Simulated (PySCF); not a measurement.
Species: C4H5FO.
Cartesian coordinates in Å at the PBE0-D3(BJ)/def2-SVP level; atoms count from 1:
```
atom  x, y, z in Å
O1     1.8305    0.0788   -1.1849
C2     1.3314    0.7065   -0.3102
F3     1.9494    1.7804    0.2001
C4     0.0371    0.4601    0.3513
C5    -0.3749   -0.9863    0.5214
C6    -1.0552   -0.1537   -0.4966
H7    -0.2376    1.1761    1.1275
H8    -0.9040   -1.2355    1.4440
H9     0.3406   -1.7351    0.1731
H10   -2.0738    0.1932   -0.3088
H11   -0.8028   -0.3274   -1.5456
```

The closed-shell ground state was solved at several levels (PySCF, density fitting, gas phase, non-relativistic).

```tsv
level	basis functions	HOMO (eV)	LUMO (eV)	gap (eV)	dipole (D)
HF/pcJ-1	212	-12.17	3.96	16.13	3.70
PBE0/pcSseg-0	64	-9.00	-0.52	8.48	3.35
PBE0/cc-pVTZ	250	-8.82	-0.29	8.53	3.23
PBE0/IGLO-III	260	-8.92	-0.44	8.48	3.34
PBE0/cc-pVDZ	109	-8.60	-0.07	8.53	3.06
```

Estimate the row for PBE0/aug-cc-pVDZ, a basis of 183 functions; the other rows only guide the guess.

HOMO -8.90 eV, LUMO -0.45 eV, gap 8.45 eV, dipole 3.34 D.

Over all these levels, which gives the widest orbital gap and which the narrowest?

HF/pcJ-1 (Hartree–Fock, all exact exchange) has the widest, 16.13 eV, and PBE0/aug-cc-pVDZ (global hybrid, 25 % exact exchange) the narrowest, 8.45 eV. Functional and basis both differ between the two, so the spread mixes both effects.

How much does the basis alone move the frontier levels among the 5 PBE0 rows (the withheld one included)?

The HOMO by 0.40 eV and the LUMO by 0.45 eV. By rising basis size (HOMO, LUMO in eV): pcSseg-0 -9.00, -0.52; cc-pVDZ -8.60, -0.07; aug-cc-pVDZ -8.90, -0.45; cc-pVTZ -8.82, -0.29; IGLO-III -8.92, -0.44.

How far do the dipole and the HOMO energy spread over the levels?

The dipole runs from 3.06 to 3.70 D (mean 3.34 D) and the HOMO from -12.17 to -8.60 eV.

One conformer stands for the species.
